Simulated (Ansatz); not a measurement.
Elements on the sites of an ideal diamond lattice, at a guessed lattice constant:

```
CELL_PARAMETERS angstrom
-4.00096 -4.00096 0.00000
0.00000 4.00096 4.00096
-4.00096 4.00096 -4.00096
ATOMIC_POSITIONS crystal
C 0.50000 0.00000 0.00000
C 0.83333 0.16667 0.66667
C 0.66667 0.33333 0.33333
C 0.16667 0.33333 0.33333
C 0.50000 0.50000 0.00000
C 0.00000 0.50000 0.00000
C 0.66667 0.83333 0.33333
C 0.16667 0.83333 0.33333
C 0.33333 0.16667 0.91667
C 0.83333 0.16667 0.91667
C 0.66667 0.33333 0.58333
C 0.16667 0.33333 0.58333
C 0.50000 0.50000 0.25000
C 0.00000 0.50000 0.25000
C 0.33333 0.66667 0.91667
C 0.83333 0.66667 0.91667
C 0.66667 0.83333 0.58333
C 0.16667 0.83333 0.58333
C 0.00000 0.00000 0.25000
Si 0.00000 0.00000 0.00000
Si 0.33333 0.16667 0.66667
Si 0.83333 0.66667 0.66667
Si 0.33333 0.66667 0.66667
Si 0.50000 0.00000 0.25000
```

Cell and atoms were relaxed without symmetry on coarser meshes and computed once more. Theory: DFT PBE, scalar-relativistic, plane waves, PAW in Ansatz.

Settings: cutoff 420 eV, Γ-centred mesh 7×7×5 on the computed 24-atom cell, Gaussian smearing of 0.02 eV; no spin polarisation.

The relaxation ran on 3×3×2 (shifted) k points with a smearing of 0.1 eV, from sites shaken by 0.02 Å.

Question: What does the relaxation give?

Answer: A volume of 7.72 Å³/atom and a gap on the mesh of 1.14 eV. It lies 0.52 eV/atom above the elements' standard states (static lattices, no corrections for gases). The atoms leave their sites by 0.14 Å (root mean square) and 0.23 Å at most, and the cell stretches by up to 0.5 % at fixed volume.

```
C Si
1.0
    -3.96171   -3.94623    0.00291
     0.00582    3.93750    3.96805
    -3.94155    3.92898   -3.96536
C Si
19 5
Direct
  0.51718 0.01311 0.97753
  0.83334 0.17448 0.64820
  0.68318 0.35410 0.33148
  0.15500 0.32542 0.33874
  0.50854 0.49606 0.02340
  0.99351 0.49272 0.01087
  0.68051 0.82365 0.34524
  0.13893 0.81712 0.33036
  0.36381 0.18453 0.93217
  0.82496 0.17702 0.89618
  0.68362 0.32542 0.55947
  0.13629 0.32130 0.56400
  0.51194 0.50147 0.26107
  0.99042 0.49416 0.24785
  0.33149 0.65765 0.93841
  0.82217 0.63478 0.94210
  0.68263 0.86112 0.57673
  0.16412 0.82993 0.55991
  0.98989 0.99097 0.27237
  0.00003 0.00086 0.00621
  0.33691 0.17157 0.65822
  0.83303 0.66284 0.67146
  0.33218 0.66470 0.66666
  0.50169 0.99725 0.24451
```

An odd mesh misses points on the zone edge, so a gap read on it can be too wide.

Cost: 2 runs of about 7.6 core-minutes in all (earlier runs that led there not counted), on Intel Xeon Platinum 8259CL (Skylake/Cascade Lake) (shared hosts).